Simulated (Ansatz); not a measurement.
# CH4Al2 (SMILES [CH2]1[AlH][AlH]1): functionals against CCSD(T) at one geometry

An exercise on one series of results from a longer session: the logs are not shown, and one member is left open.

The runs use Ansatz 0.2.0, Gaussian basis; single points in def2-TZVPP.

Cores are frozen in the correlated methods.

## Where the work starts

SMILES `[CH2]1[AlH][AlH]1`, 7 atoms, charge 0, spin multiplicity 1.

Atoms are counted from 1 here; the program's logs count them from 0.

Bond lengths: C1–Al2 2.081 Å, C1–Al3 1.974 Å, C1–H4 1.140 Å, C1–H5 1.092 Å, Al2–Al3 2.471 Å, Al2–H6 1.582 Å, Al3–H7 1.608 Å. Angles: Al2–C1–Al3 75.1°, Al2–C1–H4 117.5°, Al2–C1–H5 122.8°, Al3–C1–H4 119.7°, Al3–C1–H5 118.7°, H4–C1–H5 102.8°, C1–Al2–Al3 50.5°, C1–Al2–H6 148.8°, Al3–Al2–H6 160.3°, C1–Al3–Al2 54.4°, C1–Al3–H7 148.2°, Al2–Al3–H7 157.2°.

As a file:

```xyz
7
charge 0, multiplicity 1
C    -0.6541    0.0339   -0.6370
Al   -0.0795    0.8255    1.1996
Al    1.0288   -0.8940   -0.1869
H    -1.6308   -0.5538   -0.6742
H    -0.6949    0.6306   -1.5509
H    -0.3220    1.8791    2.3545
H     2.1166   -2.0148   -0.5712
```

Set-up of the first run:

Input file run/in.yaml:

```yaml
crystal:
  periodic: [false, false, false]
  atoms:
    - {symbol: C, position_ang: [-0.654100, 0.033900, -0.637000]}
    - {symbol: Al, position_ang: [-0.079500, 0.825500, 1.199600]}
    - {symbol: Al, position_ang: [1.028800, -0.894000, -0.186900]}
    - {symbol: H, position_ang: [-1.630800, -0.553800, -0.674200]}
    - {symbol: H, position_ang: [-0.694900, 0.630600, -1.550900]}
    - {symbol: H, position_ang: [-0.322000, 1.879100, 2.354500]}
    - {symbol: H, position_ang: [2.116600, -2.014800, -0.571200]}
basis:
  gaussian: {orbitals: def2-TZVPP}
correlation: {method: ccsd_t}
output: {forces: true}
```

The command line of these runs was not kept.

Among the steps run: CCSD(T)/def2-TZVPP; PBE0-D4/def2-TZVPP; wB97M-V/def2-TZVPP; r2SCAN-D4/def2-TZVPP; PBE-D4/def2-TZVPP; B97M-V/def2-TZVPP; HSE06-D4/def2-TZVPP.

One of the session's tables, all rows but one given; the rest of the session is left out.

```
   method  RMS force component (eV/Å)  angle to CCSD(T) forces (°)  dipole (D)
  CCSD(T)                       0.483                    reference        0.87
  PBE0-D4                           ?                            ?           ?
  wB97M-V                       0.502                         10.4        0.87
r2SCAN-D4                       0.490                         11.7        1.08
   PBE-D4                       0.467                         15.2        1.07
   B97M-V                       0.509                         12.4        1.07
 HSE06-D4                       0.499                         10.3        1.02
```

**Question.** Estimate the row for PBE0-D4.

**Answer.** RMS force component (eV/Å): 0.501; angle to CCSD(T) forces (°): 10.5; dipole (D): 1.02. In the column «RMS force component (eV/Å)» it lies between HSE06-D4 (0.499) and wB97M-V (0.502).
